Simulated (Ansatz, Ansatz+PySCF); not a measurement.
```xyz
4

O    -0.0489   -0.3515   -1.9079
H    -0.0296   -0.4641   -0.9441
Cl    0.0245    0.1938    1.0729
H     0.0317    0.5844   -1.9551
```

RHF on singlet H₂ClO(-) was run in several spherical basis sets with Ansatz (development build ahead of 0.2.0). Caution: no diffuse functions for an anion.

Question: Rank the basis sets by the total energy that they give, lowest first, with the distance from the lowest.
A. cc-pVTZ
B. cc-pVDZ
C. def2-TZVP
D. def2-SVP
E. 6-31G
F. 6-31G(d)
G. aug-cc-pVDZ
H. STO-3G

Answer: A (0.00 eV), C (0.16 eV), G (0.53 eV), B (1.36 eV), F (2.37 eV), E (3.01 eV), D (7.59 eV), H (167.90 eV).

Totals follow the description of the cores as much as that of the bonds, so this order isn't one of quality for chemistry.
